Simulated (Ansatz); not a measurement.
# CHSi (doublet): the correlation ladder at scale of all distances = 0.871, 6-31G

Aim: climb from Hartree-Fock through coupled cluster and multireference methods for CHSi (doublet) at one geometry and basis, and see what each rung misses.

Computed with Ansatz 0.2.0, Gaussian basis. Level: 6-31G, core rule «outside noble gas», up to 6 orbitals frozen.

Plan: UHF; CCSD(T) on ROHF; CCSD(T) on UHF; BCCD(T) on ROHF; CISD; CCSDT(Q) on ROHF; CCSDT(Q) on UHF; CISDTQ; CCSDTQ on ROHF; CASSCF and MRCISD+Q, 3 electrons in 3 orbitals; CASSCF and NEVPT2, 3 electrons in 3 orbitals; CASSCF and MRCISD+Q, 9 electrons in 9 orbitals; CASSCF and NEVPT4(SD), 9 electrons in 9 orbitals; CASSCF and NEVPT2, 9 electrons in 9 orbitals; Full CI.

26 further runs of the same task are left out: 2 for a known fault of the program, 2 for a mislabelled method, 18 that didn't finish, 4 set aside as unsound or not needed.

**1. The system**

The geometry derives from a PBE0/def2-TZVP stationary point (not a proven minimum). All distances are scaled together.

3 atoms, charge 0, spin multiplicity 2.

Atoms are counted from 1 here; the program's logs count them from 0.

Bond lengths: Si1–C2 1.504 Å, Si1–H3 1.306 Å. Angles: C2–Si1–H3 180.0°.

**2. UHF**

in.yaml

```yaml
crystal:
  periodic: [false, false, false]
  atoms:
    - {symbol: Si, position_ang: [0.000000, 0.000000, 0.065829]}
    - {symbol: C, position_ang: [0.000000, 0.000000, -1.437752]}
    - {symbol: H, position_ang: [0.000000, 0.000000, 1.371923]}
basis:
  gaussian: {orbitals: 6-31G}
magnetization: {spin_polarized: true, initial_magnetization: 1}
hamiltonian: {xc: hf}
output: {orbitals: {seedname: orbitals}}
```

Command:

```sh
$ ansatz run in.yaml --threads 1 --pin off --events-out ev --progress --plain --max-ram 2393MiB
```

Further steps of the session: CCSD(T) on ROHF; CCSD(T) on UHF; BCCD(T) on ROHF; CISD; CCSDT(Q) on ROHF; CCSDT(Q) on UHF; CISDTQ; CCSDTQ on ROHF; CASSCF and MRCISD+Q, 3 electrons in 3 orbitals; CASSCF and NEVPT2, 3 electrons in 3 orbitals; CASSCF and MRCISD+Q, 9 electrons in 9 orbitals; CASSCF and NEVPT4(SD), 9 electrons in 9 orbitals; CASSCF and NEVPT2, 9 electrons in 9 orbitals; Full CI.

Before running them: what should the planned runs give, taken together? Wanted: FCI below the RHF energy; RMP2 from FCI; UMP2 from FCI; RCCSD from FCI; RCCSD(T) from FCI; UCCSD(T) from FCI; RCCSDT(Q) from FCI; UCCSDT(Q) from FCI; NEVPT2 pair from FCI.

The runs gave:

```
                         quantity                                                                                                   value
         FCI below the RHF energy                                                                                              -4.7317 eV
                    RMP2 from FCI                                                                                              +798.3 meV
                    UMP2 from FCI                                                                                             +1462.4 meV
                   RCCSD from FCI                                                                                              +203.5 meV
                RCCSD(T) from FCI                                                                                               +46.6 meV
                UCCSD(T) from FCI                                                                                               +86.5 meV
               RCCSDT(Q) from FCI                                                                                                -1.5 meV
               UCCSDT(Q) from FCI                                                                                               +10.3 meV
             NEVPT2 pair from FCI                                                                                              +738.0 meV
           MRCISD+Q pair from FCI                                                                                               +21.3 meV
          NEVPT2 valence from FCI                                                                                              +291.5 meV
levels within 1 kcal/mol (43 meV)  RCCSDT, UCCSDT, CISDTQ, RCCSDT(Q), UCCSDT(Q), RCCSDTQ, MRCISD+Q pair, MRCISD valence, MRCISD+Q valence
                    T1 diagnostic                                                                                                   0.039
   effectively unpaired electrons                                                                                                    1.25
```

What this shows: RCCSD(T) misses by +46.6 meV, 1.0 % of the correlation energy. CCSD(T) misses by +46.6 meV on the restricted determinant and by +86.5 meV on the unrestricted one; the two need not hold the same state or core. The occupations show some static correlation. Of the multireference levels listed MRCISD+Q valence comes nearest in total energy (+14.4 meV), which doesn't show that its space is the better one. These misses are within one basis, not against nature; the frozen cores of restricted and unrestricted runs differ, which can shift their rows.
